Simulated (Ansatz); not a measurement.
Reaction (SMILES): CN (CH3-NH2) + [H][H] (H2) → C (CH4) + N (NH3)
B3LYP-D3(BJ)/def2-TZVP geometries, fixed; electronic energies without zero-point terms.
Largest species:
```xyz
7

C      0.0542     0.7048     0.0003
N      0.0439    -0.7575     0.0005
H     -0.9369     1.1793    -0.0070
H     -0.4495    -1.1127     0.8106
H     -0.4377    -1.1131    -0.8166
H      0.5892     1.0603     0.8824
H      0.6020     1.0600    -0.8741
```

Basis-set convergence of the energy of full hydrogenation at MP2 with Ansatz (a quantum-chemistry and plane-wave program). Cartesian d functions, on some or all atoms, in 6-31+G*; all else is spherical. Cores are frozen. No added dispersion term, no relativity. Functions are those of the species that has most. Reference: Hartree-Fock in aug-cc-pVQZ plus the correlation part extrapolated as X^-3 from aug-cc-pVTZ and aug-cc-pVQZ, -26.61 kcal/mol, itself unsure by roughly 0.05 kcal/mol (a third of the extrapolation step and of the last Hartree-Fock step). Deviations are taken from unrounded values.

| basis | functions | energy of full hydrogenation (kcal/mol) | minus reference (kcal/mol) |
|---|---|---|---|
| STO-3G | 15 | -15.93 | 10.67 |
| 3-21G | 28 | -23.23 | 3.38 |
| def2-SV(P) | 38 | -19.37 | 7.24 |
| 6-31+G* | 48 | -23.51 | 3.09 |
| 6-311G** | 66 | -25.32 | 1.29 |
| 6-311+G** | 74 | -25.67 | 0.94 |
| def2-SVPD | 80 | -26.81 | -0.21 |
| def2-TZVP | 92 | -25.35 | 1.26 |
| 6-311++G(2d,2p) | 104 | -27.39 | -0.79 |
| cc-pVTZ | 130 | -26.55 | 0.05 |
| def2-TZVPP | 132 | -26.70 | -0.10 |
| aug-cc-pVTZ | 207 | -26.87 | -0.26 |
| aug-pcseg-2 | 207 | -26.82 | -0.21 |

The smallest set listed that lies within 4 kcal/mol of the reference with all its larger relatives (same family, alike in diffuse functions; a set with none counts only in the reference's own line) is 3-21G (28 functions, 3.38 kcal/mol off). (Relatives not listed, tested too: 6-31G* 3.90, 6-31G** 1.52, def2-TZVPD 1.09, def2-TZVPPD -0.27, 6-311++G(3df,3pd) 0.15, cc-pVQZ -0.01, def2-QZVP -0.12, def2-QZVPP -0.12, def2-QZVPPD -0.16, aug-cc-pVQZ -0.07, aug-pcseg-3 -0.04 kcal/mol.)
